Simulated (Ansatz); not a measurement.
```xyz
8

N    -1.0508   -0.6332    1.1162
C    -0.1614    0.1737    0.7396
C     0.4750    0.2344   -0.6139
F    -0.0370   -0.7299   -1.4471
H    -1.2946   -1.2676    0.3519
H     0.2099    0.9214    1.4484
H     1.5576    0.0839   -0.5277
H     0.3013    1.2173   -1.0674
```

The species carries charge 0 and has multiplicity 1.

Q: List the PBE0/def2-TZVPP orbital energies in eV (Ansatz 0.2.0). (An estimate is asked.)

A: The calculation gave: Occupied: -674.21, -391.24, -280.77, -279.72, -34.05, -25.70, -20.93, -16.92, -14.76, -14.58, -14.48, -12.20, -10.96, -10.80, -9.21, -7.88. Lowest empty: -0.29, 1.27, 1.70, 2.75, 2.82, 3.21, 4.67, 5.45.
